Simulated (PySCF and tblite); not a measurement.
Values are calculated unless marked as measured or tabulated.
System: C₄H₇NS, numbered as in [CH2:1]=[CH:2][C:3](=[S:4])[NH:5][CH3:6].

Motion: rotation about the C2–C3 bond (torsion C1–C2–C3–S4 from 0° to 160°, rising). GFN2-xTB gives an electronic barrier of 4.0 kcal/mol and a reaction energy of 0.6 kcal/mol.

PBE0/pcSseg-1 + D3(BJ) on GFN2-xTB geometries gives 3.8 kcal/mol and k(298 K) = 1.8×10¹⁰ s⁻¹.

(1) What does LC-wPBE/pcSseg-1 + D3(BJ) give on GFN2-xTB geometries?

Programs: tblite and PySCF.

Answers

(1) A barrier of 3.1 kcal/mol, 0.7 below the first DFT barrier (from unrounded values), a reaction energy of 1.1 kcal/mol and, with GFN2-xTB thermal terms, ΔG‡(298 K) = 3.2 kcal/mol and k = 5.7×10¹⁰ s⁻¹ (2 equivalent paths).
